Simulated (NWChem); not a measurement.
# CASSCF(4,5)/6-31G run of C3H2 (SMILES [CH]C#C)

Aim: the energy of C3H2. 

The results are computed with NWChem 7.3.0.

2 further runs of the same task are left out: 1 that didn't finish, 1 set aside as unsound or not needed.

## Step 1: Starting point

C3H2: 5 atoms, total charge 0, spin state triplet. As SMILES, `[CH]C#C`. The shape is that of a GFN2-xTB optimisation.

Bond lengths: C1–C2 1.261 Å, C2–C3 1.262 Å, C1–H4 1.048 Å, C3–H5 1.047 Å. Angles: C1–C2–C3 175.8°, C2–C1–H4 174.0°, C2–C3–H5 172.2°.

## Step 2: The energy at CASSCF(4,5)/6-31G

Input file sp.nw:

```
start sp
title "C3H2 energy"
memory total 2200 mb

geometry units angstroms noautosym nocenter noautoz
  C    -0.923870    0.606990   -0.606140
  C     0.000820    0.001660    0.001450
  C     0.873340   -0.679490    0.607010
  H    -1.628170    1.198600   -1.108000
  H     1.677880   -1.127760    1.105670
end

basis "ao basis" cartesian
  * library 6-31G
end

scf
  triplet
  rohf
  thresh 1e-08
  maxiter 60
  print medium
end

mcscf
  active 5
  actelec 4
  multiplicity 3
  maxiter 30
end

task mcscf energy
```

On the command line:

```console
nwchem sp.nw > sp.out
```

What it wrote:

```text
[...]
     --- Warning:    5 Hessian diagonals < 0.05 ---
     --- Conjugacy reset ---
[...]
     --- Warning:    2 Hessian diagonals < 0.05 ---
[...]
     --- Warning:    2 Hessian diagonals < 0.05 ---
[...]
     --- Warning:    2 Hessian diagonals < 0.05 ---
[...]
       Total MCSCF energy =   -114.592680965738
[...]
```

It took 2.9 s on 1 thread of Intel Xeon Platinum 8488C (Sapphire Rapids), shared host; peak memory 0.21 GiB.

## Step 3: Results

Level: CASSCF(4,5)/6-31G.

| quantity | value |
| --- | --- |
| total energy | -114.59268 Eh |
| dipole moment (of the density that the program reports) | 0.26 D |
